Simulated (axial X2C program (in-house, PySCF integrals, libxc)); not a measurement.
MgH⁺: from Re and ωe to a spectrum

A bond curve at the CCSD(T) level, 2c, was computed with an in-house all-electron X2C program for linear molecules (integrals from PySCF) (basis Mg dyall-cv3z [9s8p6d3f], H dyall-v3z [6s2p1d] (cores contracted in-house)) for the state Ω = 0 (closed shell). Its fit gives Re = 1.6639 Å, ωe = 1688.4 cm⁻¹, ωexe = 30.9 cm⁻¹ and αe = 1.733e-01 cm⁻¹; the masses are 23.9850 and 1.0078 u. Two-component means X2C with spin–orbit coupling and atomic mean-field Coulomb and Gaunt terms.

Correlated methods: 2 electrons correlated (number of frozen shells: Mg 2 s, 1 p; H none), 176 virtual spin orbitals or spinors in MP2, 36 natural virtuals in coupled cluster.

(1) Find the reduced mass, Be and the force constant.

(2) Scale the constants to the deuteride (D 2.0141 u) within the Born–Oppenheimer picture.

(3) Give B0, the J = 1←0 line in GHz and the most populated J at 300 K (kT = 208.5 cm⁻¹).

(4) Where do the fundamental and the first overtone lie?

(5) Estimate De from a Morse curve and compare with the computed well depth of 2.091 eV to Mg+ + H.

The state is a single determinant with fixed occupations, the lowest that a limited PBE0 search found. Dissociation energies refer to the lowest single-determinant-based atoms at the same level and basis. Coupled cluster ran in a truncated set of natural virtual spinors; the MP2 energy of the rest was added. (T) has no such correction and the atoms are truncated less, which lowers De at CCSD(T) by a hundredth of an eV or more.

Results:

(1) From the CCSD(T) values: μ = 0.9672 u. Be = 16.8576/(μ Re²) = 6.296 cm⁻¹. k = 5.8918×10⁻⁷ μ ωe² = 1.62 mdyn/Å.

(2) ρ = √(μH/μD) = 0.7215; ωe = 1218.1, ωexe = 16.1, Be = 3.277 cm⁻¹; the zero-point energy falls by 231 cm⁻¹.

(3) B0 = Be − αe/2 = 6.209 cm⁻¹; 2B0 = 372.3 GHz; J(max) ≈ √(kT/2B0) − 1/2 = 3.6, so J = 4.

(4) ν(1←0) = ωe − 2ωexe = 1626.6 cm⁻¹; ν(2←0) = 2ωe − 6ωexe = 3191.4 cm⁻¹.

(5) De(Morse) = ωe²/(4ωexe) = 2.860 eV against 2.091 eV computed, a ratio of 1.37. The extrapolation overshoots: the well softens faster than a Morse curve, or the lowest atomic limit lies below the one to which the curve heads.
